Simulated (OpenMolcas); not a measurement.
**A workflow on H2S2 (SMILES SS)**

Aim: a single-point energy (UHF/STO-3G), then the energy (CASSCF(2,2)/STO-3G), then a single-point energy (CASPT2(2,2)/STO-3G), then a single-point energy (SC-NEVPT2(2,2)/STO-3G), then the energy (MRCI(2,2)/STO-3G) of H2S2. 

The calculation is run with OpenMolcas 26.06.

2 further runs of the same task are left out: 1 that didn't finish, 1 set aside as unsound or not needed.

## 1. The structure to begin with

H2S2: 4 atoms, total charge 0, spin state singlet. As SMILES, `SS`. The S1–S2 distance was set to 3.580 Å, away from the relaxed value. At this shape a bond of the SMILES string is far longer than usual.

Bond lengths: S1–H3 1.347 Å, S2–H4 1.347 Å. A long bond or contact: S1–S2 3.580 Å.

## 2. The energy at UHF/STO-3G (run 1)

File step1.input:

```
&GATEWAY
 BasLib = $CurrDir
 Coord
 4
 angstrom
 S        1.327668      -2.222269       0.241187
 S        0.060220       1.121560       0.067360
 H        0.317768      -2.785649       0.931377
 H       -0.619290       1.020250      -1.090950
 Basis = STO-3G
 Group = NoSym

&SEWARD

&SCF
 UHF
 Scramble = 0.25
 PrOrbitals = 1 1
```

The basis set STO-3G is read from a file made from the Basis Set Exchange's data (not shown).

Run with:

```sh
export MOLCAS_MEM=1860
pymolcas step1.input > step1.log
```

Log:

```text
--- Start Module: gateway ---
[...]
--- Stop Module: gateway /rc=_RC_ALL_IS_WELL_ ---
--- Start Module: seward ---
[...]
      Basis functions           20
--- Stop Module: seward /rc=_RC_ALL_IS_WELL_ ---
--- Start Module: scf ---
[...]
       Convergence after  41 Iterations
[...]
::    Total SCF energy                               -787.4211266860
[...]
      Total spin, S                                     0.6187092009
[...]
      Total electronic charge=   34.000000
      Total            charge=   -0.000000
[...]
      Dipole Moment (debye):
      Origin of the operator (angstrom)=    0.6681   -0.5605    0.1471
                   X= -8.6871E-01               Y= -3.4179E-01               Z= -2.4070E-01           Total=  9.6406E-01
      Quadrupole Moment (debye*angstrom):
[...]
--- Stop Module: scf /rc=_RC_ALL_IS_WELL_ ---
[...]
```

Wall time 3.3 s (1 thread of Intel Xeon Platinum 8488C (Sapphire Rapids), shared host); peak memory 0.37 GiB.

## 3. The energy at CASSCF(2,2)/STO-3G (run 2)

File step2.inp:

```
>>> EXPORT MOLCAS_PRINT=2

&GATEWAY
 BasLib
 $CurrDir
 Coord
 4
 angstrom
 S        1.327668      -2.222269       0.241187
 S        0.060220       1.121560       0.067360
 H        0.317768      -2.785649       0.931377
 H       -0.619290       1.020250      -1.090950
 Basis
 STO-3G
 Group
 NoSym

&SEWARD

&RASSCF
 FileOrb
 $CurrDir/step1.UnaOrb
 Spin
 1
 Nactel
 2 0 0
 Inactive
 16
 Ras2
 2
 OrbListing
 Nothing
```

The basis set STO-3G is read from a file made from the Basis Set Exchange's data (not shown).

Run with:

```sh
export MOLCAS_MEM=1860
pymolcas step2.inp > step2.log
```

Log:

```text
--- Start Module: gateway ---
[...]
--- Stop Module: gateway /rc=_RC_ALL_IS_WELL_ ---
--- Start Module: seward ---
[...]
      Basis functions           20
--- Stop Module: seward /rc=_RC_ALL_IS_WELL_ ---
--- Start Module: rasscf ---
[...]
      Number of active orbitals                  2
[...]
      Spin quantum number                      0.0
[...]
      Active orbitals                            2
[...]
      Number of CSFs                             3
[...]
      Number of root(s) required                 1
[...]
      Convergence after 15 iterations
[...]
      printout of CI-coefficients larger than  0.05 for root  1
      energy=    -787.420560
      conf/sym  11     Coeff  Weight
             1  20  -0.75751 0.57382
             3  02   0.65283 0.42618
      Natural orbitals and occupation numbers for root  1
      sym 1:   1.147632   0.852368
      ************************************************************************************************************************
      *                                                    Final results                                                     *
[...]
::    RASSCF root number  1 Total energy:   -787.42056040
[...]
      Total electronic charge=   34.000000
      Total            charge=   -0.000000
[...]
      Dipole Moment (debye):
      Origin of the operator (angstrom)=    0.6681   -0.5605    0.1471
                   X= -8.5756E-01               Y= -3.3741E-01               Z= -2.3761E-01           Total=  9.5169E-01
      Quadrupole Moment (debye*angstrom):
[...]
--- Stop Module: rasscf /rc=_RC_ALL_IS_WELL_ ---
[...]
```

It took 2.1 s on 1 thread of Intel Xeon Platinum 8488C (Sapphire Rapids), shared host; peak memory 0.37 GiB.

## 4. A single-point energy at CASPT2(2,2)/STO-3G (run 3)

File step3.input:

```
* H2S2 CASPT2

&gateway
 baslib=$CurrDir
 coord
 4
 angstrom
 S        1.327668      -2.222269       0.241187
 S        0.060220       1.121560       0.067360
 H        0.317768      -2.785649       0.931377
 H       -0.619290       1.020250      -1.090950
 basis=STO-3G
 group=NoSym

&seward

&rasscf
 fileorb=$CurrDir/step2.RasOrb
 spin=1
 nactel=2 0 0
 inactive=16
 ras2=2
 orblisting=Nothing

&caspt2
 imaginary=0.1
 frozen=10
```

The basis set STO-3G is read from a file made from the Basis Set Exchange's data (not shown).

Run with:

```sh
export MOLCAS_MEM=1860
pymolcas step3.input > step3.log
```

Log:

```text
--- Start Module: gateway ---
[...]
--- Stop Module: gateway /rc=_RC_ALL_IS_WELL_ ---
[...]
      Basis functions           20
[...]
--- Start Module: rasscf ---
[...]
      Number of active orbitals                  2
[...]
      Spin quantum number                      0.0
[...]
      Active orbitals                            2
[...]
      Number of CSFs                             3
[...]
      Number of root(s) required                 1
[...]
      Convergence after  4 iterations
[...]
      printout of CI-coefficients larger than  0.05 for root  1
      energy=    -787.420560
      conf/sym  11     Coeff  Weight
             1  20  -0.75751 0.57382
             3  02   0.65283 0.42618
      Natural orbitals and occupation numbers for root  1
      sym 1:   1.147632   0.852368
      ************************************************************************************************************************
      *                                                    Final results                                                     *
[...]
::    RASSCF root number  1 Total energy:   -787.42056040
[...]
      Total electronic charge=   34.000000
      Total            charge=   -0.000000
[...]
      Dipole Moment (debye):
      Origin of the operator (angstrom)=    0.6681   -0.5605    0.1471
                   X= -8.5757E-01               Y= -3.3741E-01               Z= -2.3762E-01           Total=  9.5170E-01
      Quadrupole Moment (debye*angstrom):
[...]
--- Stop Module: rasscf /rc=_RC_ALL_IS_WELL_ ---
--- Start Module: caspt2 ---
[...]
 ###    WARNING: User changed nr of frozen orbitals.                         ###
 ###############################################################################
[...]
      E2 (Variational):          -0.0299872216
      Total energy:            -787.4505476200
[...]
      Reference weight:           0.98471
[...]
::    CASPT2 Root  1     Total energy:   -787.45054762
[...]
--- Stop Module: caspt2 /rc=_RC_ALL_IS_WELL_ ---
[...]
```

Wall time 2.2 s (1 thread of Intel Xeon Platinum 8488C (Sapphire Rapids), shared host); peak memory 0.37 GiB.

## 5. A single-point energy at SC-NEVPT2(2,2)/STO-3G (run 4)

File step4.input:

```
>>> EXPORT MOLCAS_PRINT=2
&GATEWAY
BasLib = $CurrDir
Coord
4
angstrom
S        1.327668      -2.222269       0.241187
S        0.060220       1.121560       0.067360
H        0.317768      -2.785649       0.931377
H       -0.619290       1.020250      -1.090950
Basis = STO-3G
Group = NoSym
&SEWARD
&RASSCF
FileOrb = $CurrDir/step2.RasOrb
Spin = 1
Nactel = 2 0 0
Inactive = 16
Ras2 = 2
OrbListing = Nothing
&CASPT2
SC-NEVPT2
Frozen = 10
```

The basis set STO-3G is read from a file made from the Basis Set Exchange's data (not shown).

Run with:

```sh
export MOLCAS_MEM=1860
pymolcas step4.input > step4.log
```

Log:

```text
--- Start Module: gateway ---
[...]
--- Stop Module: gateway /rc=_RC_ALL_IS_WELL_ ---
[...]
      Basis functions           20
[...]
--- Start Module: rasscf ---
[...]
      Number of active orbitals                  2
[...]
      Spin quantum number                      0.0
[...]
      Active orbitals                            2
[...]
      Number of CSFs                             3
[...]
      Number of root(s) required                 1
[...]
      Convergence after  4 iterations
[...]
      printout of CI-coefficients larger than  0.05 for root  1
      energy=    -787.420560
      conf/sym  11     Coeff  Weight
             1  20  -0.75751 0.57382
             3  02   0.65283 0.42618
      Natural orbitals and occupation numbers for root  1
      sym 1:   1.147632   0.852368
      ************************************************************************************************************************
      *                                                    Final results                                                     *
[...]
::    RASSCF root number  1 Total energy:   -787.42056040
[...]
      Total electronic charge=   34.000000
      Total            charge=   -0.000000
[...]
      Dipole Moment (debye):
      Origin of the operator (angstrom)=    0.6681   -0.5605    0.1471
                   X= -8.5757E-01               Y= -3.3741E-01               Z= -2.3762E-01           Total=  9.5170E-01
      Quadrupole Moment (debye*angstrom):
[...]
--- Stop Module: rasscf /rc=_RC_ALL_IS_WELL_ ---
--- Start Module: caspt2 ---
[...]
 ###    WARNING: User changed nr of frozen orbitals.                         ###
 ###############################################################################
[...]
      E2 (Variational):          -0.0301895337
[...]
      E2 (Variational):          -0.0301842728
      Total energy:            -787.4507446711
[...]
      Reference weight:           0.98436
[...]
::    SC-NEVPT2 Root  1     Total energy:   -787.45074467
[...]
--- Stop Module: caspt2 /rc=_RC_ALL_IS_WELL_ ---
[...]
```

Run time: 1.8 s. Hardware: 1 thread of Intel Xeon Platinum 8488C (Sapphire Rapids), shared host; peak memory 0.37 GiB.

## 6. A single-point energy at MRCI(2,2)/STO-3G (run 5)

File step5.inp:

```
* H2S2 MRCI
&GATEWAY
BasLib=$CurrDir
Coord
4
angstrom
S        1.327668      -2.222269       0.241187
S        0.060220       1.121560       0.067360
H        0.317768      -2.785649       0.931377
H       -0.619290       1.020250      -1.090950
Basis=STO-3G
Group=NoSym
&SEWARD
&RASSCF
FileOrb=$CurrDir/step2.RasOrb
Spin=1
Nactel=2 0 0
Inactive=16
Ras2=2
OrbListing=Nothing
&MOTRA
LumOrb
Frozen=10
&GUGA
Electrons=14
Spin=1
Inactive=6
Active=2
CIAll=1
&MRCI
SDCI
```

The basis set STO-3G is read from a file made from the Basis Set Exchange's data (not shown).

Run with:

```sh
export MOLCAS_MEM=1860
pymolcas step5.inp > step5.log
```

Log:

```text
--- Start Module: gateway ---
[...]
--- Stop Module: gateway /rc=_RC_ALL_IS_WELL_ ---
[...]
      Basis functions           20
[...]
      Number of active orbitals                  2
[...]
      Spin quantum number                      0.0
[...]
      Active orbitals                            2
[...]
      Number of CSFs                             3
[...]
      Number of root(s) required                 1
[...]
      Convergence after  4 iterations
[...]
      printout of CI-coefficients larger than  0.05 for root  1
      energy=    -787.420560
      conf/sym  11     Coeff  Weight
             1  20  -0.75751 0.57382
             3  02   0.65283 0.42618
      Natural orbitals and occupation numbers for root  1
      sym 1:   1.147632   0.852368
      ************************************************************************************************************************
      *                                                    Final results                                                     *
[...]
::    RASSCF root number  1 Total energy:   -787.42056040
[...]
      Dipole Moment (debye):
      Origin of the operator (angstrom)=    0.6681   -0.5605    0.1471
                   X= -8.5757E-01               Y= -3.3741E-01               Z= -2.3762E-01           Total=  9.5170E-01
      Quadrupole Moment (debye*angstrom):
[...]
      *** WARNING: Default frozen orbitals is overwritten by user input.
      *** Default values:  10
[...]
--- Start Module: guga ---
[...]
--- Stop Module: guga /rc=_RC_ALL_IS_WELL_ ---
--- Start Module: mrci ---
[...]
       (But an ACPF correction will be computed)
       USE THE DEFAULT ACPF G-VALUE GFAC=  0.14285714285714285
[...]
                      CI ENERGY:  -787.46546972
[...]
                ACPF CORRECTION:    -0.00139114
[...]
      Total electronic charge=   34.000000
      Total            charge=   -0.000000
[...]
     ACPF CORRECTION:     -0.00139114
[...]
  CI State   1     Total energy:   -787.46546972     QDav:     -0.00163143     QACPF:     -0.00139114
[...]
--- Stop Module: mrci /rc=_RC_ALL_IS_WELL_ ---
[...]
```

Wall time 2.1 s (1 thread of Intel Xeon Platinum 8488C (Sapphire Rapids), shared host); peak memory 0.37 GiB.

## 7. Outcome

| quantity | value |
| --- | --- |
| run 1, UHF/STO-3G: total energy | -787.42113 Eh |
| run 1, UHF/STO-3G: dipole moment | 0.96 D |
| run 1, UHF/STO-3G: HOMO energy | -6.62 eV |
| run 1, UHF/STO-3G: LUMO energy | 5.97 eV |
| run 1, UHF/STO-3G: HOMO–LUMO gap | 12.59 eV |
| run 1, UHF/STO-3G: ⟨S²⟩ | 1.002 |
| run 2, CASSCF(2,2)/STO-3G: total energy | -787.42056 Eh |
| run 2, CASSCF(2,2)/STO-3G: dipole moment (CASSCF density) | 0.95 D |
| run 3, CASPT2(2,2)/STO-3G: total energy | -787.45055 Eh |
| run 3, CASPT2(2,2)/STO-3G: dipole moment (CASSCF density) | 0.95 D |
| run 4, SC-NEVPT2(2,2)/STO-3G: total energy | -787.45074 Eh |
| run 4, SC-NEVPT2(2,2)/STO-3G: dipole moment (CASSCF density) | 0.95 D |
| run 5, MRCI(2,2)/STO-3G: total energy | -787.46547 Eh |
| run 5, MRCI(2,2)/STO-3G: dipole moment (CASSCF density) | 0.95 D |

⟨S²⟩ (run 1, UHF/STO-3G) is 1.00 where a pure singlet has 0.00: the reference is spin-contaminated. Mulliken charges (run 2, CASSCF(2,2)/STO-3G) run from -0.05 on H3 to +0.05 on S1; they depend strongly on the basis. Mulliken charges (run 3, CASPT2(2,2)/STO-3G) of the CASSCF density run from -0.05 on H3 to +0.05 on S1. Mulliken charges (run 4, SC-NEVPT2(2,2)/STO-3G) of the CASSCF density run from -0.05 on H3 to +0.05 on S1. Mulliken charges (run 5, MRCI(2,2)/STO-3G) of the CASSCF density run from -0.05 on H3 to +0.05 on S1.
